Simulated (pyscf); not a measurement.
Thermochemistry of product channels of `[OH][Si]([OH])([F])[F]` + `[H]` [doublet] on the doublet surface, in kcal/mol, from ωB97M-D3(BJ)/def2-TZVP energies (ideal gas, 1 atm, RRHO with modes under 100 cm⁻¹ raised to 100, one conformer, R ln 2 for chiral ones without a mode under 150 cm⁻¹). Optimised with ωB97X-D3(BJ)/def2-SVP in PySCF.

```tsv
products	ΔE	ΔH(298 K)	ΔG(600 K)	ΔG(1200 K)
`[OH2]` + `[OH][Si]([F])[F]` [doublet]	+19.7	+23.6	+16.3	+11.4
`[O][Si]([OH])([F])[F]` [doublet] + `[H][H]`	+19.9	+19.2	+16.7	+14.9
`[OH2]` + `[F][Si][F]` [singlet] + `[OH]` [doublet]	+97.5	+98.7	+73.3	+50.9
`[OH][Si]([OH])[F]` [doublet] + `[FH]`	+28.4	+31.8	+25.9	+21.4
`[OH][SiH]([OH])[F]` + `[F]` [doublet]	+61.5	+64.6	+62.0	+60.5
```

These are energies of the channels, which say nothing of barriers. Left out: orbital degeneracy and the spin-orbit lowering of F, OH.
